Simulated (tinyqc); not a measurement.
Inside a calculation. Method: G0W0 on RHF in the sto-3g basis, for H2O, spin multiplicity 1. One step of it, computed by the program tinyqc.

Problem. G0W0 on Hartree-Fock: LUMO. W(p,q,m) = sqrt2 sum_ia (pq|ia) (X+Y)_ia,m; Sigma_c(x) = sum_(i,m) W^2/(x - e_i + w_m) + sum_(a,m) W^2/(x - e_a - w_m); solve x = e_p + Sigma_c(x) by Newton steps; Z = 1/(1 - dSigma/dx); 1 hartree = 27.211386 eV.

orbital energies (hartree): MO1 -20.234480, MO2 -1.225495, MO3 -0.595844, MO4 -0.420448, MO5 -0.379208, MO6 0.518492, MO7 0.695027

Two-electron integrals over orbitals (pq|rs), unique and non-zero (hartree):
```
(11|11) 4.745437    (21|11) -0.422750   (21|21) 0.059613    (22|11) 1.010265
(22|21) -0.014300   (22|22) 0.720965    (31|31) 0.010347    (32|31) 0.016878
(32|32) 0.139175    (33|11) 0.772795    (33|21) -0.004468   (33|22) 0.625537
(33|33) 0.610181    (41|11) 0.166122    (41|21) -0.021091   (41|22) 0.013534
(41|33) 0.005621    (41|41) 0.026245    (42|11) -0.131345   (42|21) 0.008245
(42|22) -0.009956   (42|33) 0.005693    (42|41) 0.020295    (42|42) 0.128921
(43|31) -0.002508   (43|32) 0.025692    (43|43) 0.048706    (44|11) 0.987906
(44|21) -0.012526   (44|22) 0.677797    (44|33) 0.583069    (44|41) -0.010798
(44|42) -0.103407   (44|44) 0.762161    (51|51) 0.026012    (52|51) 0.032857
(52|52) 0.147386    (53|53) 0.027178    (54|51) -0.012080   (54|52) -0.043316
(54|54) 0.051984    (55|11) 1.115344    (55|21) -0.011925   (55|22) 0.749895
(55|33) 0.611766    (55|41) 0.004620    (55|42) -0.070712   (55|44) 0.720698
(55|55) 0.880159    (61|11) -0.227327   (61|21) 0.033999    (61|22) -0.002692
(61|33) -0.000113   (61|41) 0.000829    (61|42) 0.019836    (61|44) -0.017055
(61|55) -0.006074   (61|61) 0.028220    (62|11) 0.291798    (62|21) -0.006887
(62|22) 0.135979    (62|33) 0.066231    (62|41) 0.018094    (62|42) 0.026066
(62|44) 0.083990    (62|55) 0.152386    (62|61) 0.006535    (62|62) 0.096955
(63|31) 0.002462    (63|32) -0.046224   (63|43) -0.034257   (63|63) 0.080109
(64|11) 0.231585    (64|21) -0.002453   (64|22) 0.107157    (64|33) 0.042749
(64|41) 0.003419    (64|42) -0.027975   (64|44) 0.123044    (64|55) 0.125342
(64|61) 0.000353    (64|62) 0.064156    (64|64) 0.074441    (65|51) 0.015109
(65|52) 0.057582    (65|54) 0.001178    (65|65) 0.036690    (66|11) 0.770181
(66|21) -0.007047   (66|22) 0.592551    (66|33) 0.555542    (66|41) 0.019558
(66|42) 0.056598    (66|44) 0.539481    (66|55) 0.573683    (66|61) 0.007632
(66|62) 0.087522    (66|64) 0.045519    (66|66) 0.580504    (71|31) 0.014888
(71|32) 0.022886    (71|43) -0.003725   (71|63) 0.003046    (71|71) 0.021469
(72|31) 0.014366    (72|32) 0.048732    (72|43) -0.029592   (72|63) 0.032271
(72|71) 0.019613    (72|72) 0.065641    (73|11) 0.369036    (73|21) -0.007177
(73|22) 0.154888    (73|33) 0.090122    (73|41) -0.000396   (73|42) -0.071056
(73|44) 0.160223    (73|55) 0.197574    (73|61) -0.006078   (73|62) 0.075403
(73|64) 0.082887    (73|66) 0.039415    (73|73) 0.152610    (74|31) -0.008440
(74|32) -0.071984   (74|43) -0.002736   (74|63) 0.050033    (74|71) -0.012036
(74|72) -0.017841   (74|74) 0.065976    (75|53) 0.023978    (75|75) 0.025477
(76|31) 0.008805    (76|32) 0.097440    (76|43) 0.054040    (76|63) -0.073059
(76|71) 0.012224    (76|72) -0.004058   (76|74) -0.057533   (76|76) 0.118924
(77|11) 0.870494    (77|21) -0.009661   (77|22) 0.619811    (77|33) 0.596998
(77|41) 0.003643    (77|42) -0.019595   (77|44) 0.602409    (77|55) 0.624084
(77|61) -0.005099   (77|62) 0.067091    (77|64) 0.047112    (77|66) 0.554514
(77|73) 0.103123    (77|77) 0.614000
```

excitation energies w (hartree): [0.968303, 1.024099, 1.124034, 1.152859, 1.338540, 1.534730, 1.982199, 2.051505, 20.809337, 20.972417]

X + Y:
```
            1          2         3          4          5          6          7          8
1>6  0.000000  -0.000226  0.000000   0.000000   0.000000   0.001447  -0.000806   0.000000
1>7  0.000000   0.000000  0.000000   0.001718   0.001140   0.000000   0.000000  -0.003722
2>6  0.000000  -0.105855  0.000000   0.000000   0.000000  -0.372707   0.875490   0.000000
2>7  0.000000   0.000000  0.000000   0.091507  -0.035341   0.000000   0.000000   0.964692
3>6  0.000000   0.000000  0.000000  -0.653647   0.678615   0.000000   0.000000   0.051063
3>7  0.000000  -0.253711  0.000000   0.000000   0.000000   0.842391   0.261812   0.000000
4>6  0.000000   0.929511  0.000000   0.000000   0.000000   0.144394   0.105658   0.000000
4>7  0.000000   0.000000  0.000000   0.731449   0.609621   0.000000   0.000000  -0.024418
5>6  0.962852   0.000000  0.000000   0.000000   0.000000   0.000000   0.000000   0.000000
5>7  0.000000   0.000000  0.977597   0.000000   0.000000   0.000000   0.000000   0.000000

             9         10
1>6   0.998645   0.000000
1>7   0.000000   0.998976
2>6   0.000106   0.000000
2>7   0.000000   0.000346
3>6   0.000000   0.000031
3>7  -0.000073   0.000000
4>6   0.000003   0.000000
4>7   0.000000  -0.000122
5>6   0.000000   0.000000
5>7   0.000000   0.000000
```

Give: The 12 largest terms at x = e_p; Newton steps; quasiparticle energy of the LUMO; Hartree-Fock value.

Solution.

The 12 largest terms at x = e_p (hartree; W for the signs of X + Y given):
```
q  m        W     term
7  5  -0.1195  -0.0094
6  7   0.1298  -0.0085
2  7   0.1575   0.0067
3  5   0.1184   0.0057
4  7   0.1212   0.0050
4  6   0.0801   0.0026
4  2   0.0585   0.0017
5  1   0.0500   0.0013
6  2   0.0326  -0.0010
2  6   0.0518   0.0008
3  8   0.0481   0.0007
2  2   0.0428   0.0007
```

Newton steps (hartree):
```
step       x  Sigma_c(x)       Z
0     0.5185      0.0064  0.9795
1     0.5247      0.0062  0.9795
2     0.5247      0.0062  0.9795
```

quasiparticle energy of the LUMO = 14.2787 eV

Hartree-Fock value = 14.1089 eV
